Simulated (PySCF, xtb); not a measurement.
Breaking a bond: SMILES S=C=S. The C1–S3 bond (C1 also carries S; S3 carries nothing else) is varied alone, starting from the PBE0/def2-TZVP optimised geometry. Each curve is given relative to its own lowest point near equilibrium.

```csv
R / Å,A,B,C,D
1.23,124.1,131.6,146.9,138.7
1.30,66.8,71.5,75.9,76.8
1.40,20.9,23.0,22.0,26.0
1.46,7.4,8.4,7.2,10.3
1.49,3.5,4.1,3.1,5.4
1.55,0.0,0.0,0.0,0.4
1.60,0.6,0.3,1.3,0.0
1.64,2.7,2.3,4.1,1.5
1.69,7.0,6.5,9.4,5.1
1.81,21.9,21.6,26.8,18.8
1.94,41.2,41.6,48.9,37.4
2.08,61.9,63.4,72.7,57.5
2.34,93.9,98.1,110.5,89.3
2.57,113.4,113.0,133.3,101.3
2.75,123.7,117.6,144.2,101.5
3.06,134.7,120.9,153.6,100.4
3.44,141.7,122.7,157.6,100.0
3.75,144.7,123.6,158.7,100.1
4.21,147.0,124.2,159.2,100.4
4.66,148.0,124.5,—,100.7
5.41,148.5,124.7,—,100.8
```

Energies in kcal/mol.

### Question
Assign the columns to these levels of theory: GFN1-xTB run with xtb; restricted B3LYP/6-31G*, spherical d in PySCF 2.14.0; CCSD(T) on UHF/cc-pVDZ, 11 core orbitals frozen run with PySCF; unrestricted r2SCAN/cc-pVDZ run with PySCF 2.14.0.

### Answer
A is RKS-B3LYP/6-31G*; B is UKS-r2SCAN; C is GFN1-xTB; D is UCCSD(T).

Dashes: no converged value, or the column stops at the first point that the program doubted or that broke a chosen test of continuity, which isn't proof of a fault.

The unrestricted determinant behind UCCSD(T), UKS-r2SCAN is spin-contaminated at 2.34 to 5.41 Å (<S²> up to 1.0, against 0.00 for a pure singlet). The restricted form behind RKS-B3LYP/6-31G* keeps the bonding electrons paired and can't separate into open-shell fragments.
